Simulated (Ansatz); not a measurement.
The cluster C3⁻: single points at one geometry.

```yaml
crystal:
  periodic: [false, false, false]
  atoms:
    - {symbol: C, position_ang: [-0.000037, -0.000009, 0.000014]}
    - {symbol: C, position_ang: [0.218326, -1.264031, -0.249881]}
    - {symbol: C, position_ang: [-0.218299, 1.264040, 0.249877]}
basis:
  gaussian: {orbitals: def2-TZVPD, initial_orbitals: start.molden}
total_charge: -1
magnetization: {spin_polarized: true, initial_magnetization: 3}
hamiltonian: {xc: {name: BLYP}, dispersion: d4}
scf: {omitted_lower_state_checks: [starts]}
output: {orbitals: {seedname: orbitals}}
```

The file start.molden holds the orbitals of an earlier run on this structure, at another level or in another basis.

```sh
$ ansatz run in.yaml --threads 4 --pin off --events-out ev --progress --plain --max-ram 3916MiB
```

Output, abridged:

```
Functional definition: BLYP
522 factors; their error is unknown
mean field evaluation 1: about -3103.8033 eV, gradient 6.6e0 eV
mean field evaluation 2: about -3104.0025 eV, gradient 3.6e-1 eV
mean field evaluation 4: about -3104.0066 eV, gradient 2.1e-1 eV
mean field evaluation 8: about -3104.0067 eV, gradient 1.6e-5 eV
mean field -3104.00668786 eV, -114.0701418077 hartree, gradient 1.3e-5 eV, S^2 3.786281; 0 other end points of the search recorded, 0 dependent functions left out
reference -3104.00694855 eV, -114.0701513877 hartree; 11, 8 occupied and 100, 103 virtual orbitals, 522 factors
Total energy: -3104.13744803 eV, -114.0749471552 hartree
Checks for a lower state left out: starts
```

Hardware: 4 threads of Arm Neoverse V2 on a shared host. Wall time 0.75 s.

The first input with `hamiltonian: {xc: r2scan, dispersion: d4}` (abridged; 2.2 s):

```
Functional definition: r2SCAN
mean field -3102.96527043 eV, -114.0318704230 hartree, gradient 1.1e-5 eV, S^2 3.842684
Total energy: -3102.97757094 eV, -114.0323224583 hartree
Checks for a lower state left out: starts
```

The first input with `gaussian: {orbitals: "def2-TZVPPD.json", initial_orbitals: start.molden}`, `correlation: {method: ccsd_t}`, `scf: {omitted_lower_state_checks: [starts, cluster_reference]}` and without the key `hamiltonian` (abridged; 3.6 s):

```
Functional definition: HF
mean field -3086.29631249 eV, -113.4192975173 hartree, gradient 4.3e-6 eV, S^2 4.079634
3 core orbitals not correlated: weight in the atoms' cores, before any rotation towards them, 1.000 or more for the frozen orbitals, at most 0.000 for the correlated occupied ones
second order -9.39173166 eV of doubles, -0.00000000 eV of singles
cycle   1  -9.70815355 eV  change   -3.2e-1 eV  update   1.1e-1
cycle   2  -10.14303392 eV  change   -4.3e-1 eV  update   5.1e-2
cycle   3  -10.33238108 eV  change   -1.9e-1 eV  update   4.3e-2
cycle   4  -10.39712508 eV  change   -6.5e-2 eV  update   2.2e-2
cycle   5  -10.40331090 eV  change   -6.2e-3 eV  update   2.0e-2
cycle   6  -10.42378050 eV  change   -2.0e-2 eV  update   1.6e-2
cycle   7  -10.44507378 eV  change   -2.1e-2 eV  update   1.2e-2
cycle   8  -10.45589436 eV  change   -1.1e-2 eV  update   6.3e-3
cycle   9  -10.45750581 eV  change   -1.6e-3 eV  update   2.2e-3
cycle  10  -10.45732587 eV  change    1.8e-4 eV  update   1.0e-3
cycle  11  -10.45734430 eV  change   -1.8e-5 eV  update   5.0e-4
cycle  12  -10.45755601 eV  change   -2.1e-4 eV  update   2.2e-4
cycle  13  -10.45742764 eV  change    1.3e-4 eV  update   1.2e-4
cycle  14  -10.45760469 eV  change   -1.8e-4 eV  update   6.2e-5
cycle  15  -10.45760377 eV  change    9.2e-7 eV  update   3.0e-5
cycle  16  -10.45761290 eV  change   -9.1e-6 eV  update   1.7e-5
cycle  17  -10.45760660 eV  change    6.3e-6 eV  update   7.5e-6
cycle  18  -10.45759804 eV  change    8.6e-6 eV  update   3.7e-6
perturbative correction -0.70159479 eV, -0.0257831330 hartree
Total energy: -3097.45550532 eV, -113.8293902897 hartree
Checks for a lower state left out: starts, cluster_reference
```

The first input with `hamiltonian: {xc: {name: B97M-V}}` (abridged; 3.8 s):

```
Functional definition: B97M-V
mean field evaluation 16: about -3104.7395 eV, gradient 1.8e-6 eV
mean field -3104.73951729 eV, -114.0970727923 hartree, gradient 6.7e-7 eV, S^2 3.820841
Total energy: -3104.73956819 eV, -114.0970746631 hartree
Checks for a lower state left out: starts
```

As the first input, with `hamiltonian: {xc: pbe}`, `correlation: {method: rpa}` and without the key `output` (abridged; 1 s):

```
Functional definition: PBE
mean field -3100.76695819 eV, -113.9510839383 hartree, gradient 4.1e-7 eV, S^2 3.790296
3 core orbitals not correlated: weight in the atoms' cores, before any rotation towards them, 1.000 or more for the frozen orbitals, at most 0.000 for the correlated occupied ones
Total energy: -3103.04365080 eV, -114.0347508482 hartree
Checks for a lower state left out: starts
```

First input, but with `correlation: {method: mp2}` and without the key `hamiltonian` (abridged; 0.45 s):

```
Functional definition: HF
mean field -3086.29631249 eV, -113.4192975173 hartree, gradient 4.3e-6 eV, S^2 4.079634
3 core orbitals not correlated: weight in the atoms' cores, before any rotation towards them, 1.000 or more for the frozen orbitals, at most 0.000 for the correlated occupied ones
second order -9.39173166 eV of doubles, -0.00000000 eV of singles
Total energy: -3095.68804415 eV, -113.7644372898 hartree
Checks for a lower state left out: starts
```

Geometry: PBE0-D4/def2-TZVPD.

Correlated methods freeze 3 core orbitals. At BLYP-D4/def2-TZVPD, r2SCAN-D4/def2-TZVPD, B97M-V/def2-TZVPD the highest occupied level of the charge -1 quartet lies above zero (up to 1.36 eV). It is a level of α spin, whose loss leaves a triplet; that state wasn't run at this geometry and level. The electron is either unbound and held by the finite basis, or the level is raised by self-interaction error. At CCSD(T)/def2-TZVPPD T1 of the charge -1 quartet is large (up to 0.068), so the single-reference result is doubtful. At CCSD(T)/def2-TZVPPD, MP2/def2-TZVPD the charge -1 quartet is spin-contaminated (final ⟨S²⟩ up to 4.08, 3.75 for a pure state). At PBE0-D4/def2-TZVPD a doublet of charge -1 lies 1.92 eV below the quartet, each at its own geometry. The structure comes from a short search, and lower isomers may exist.
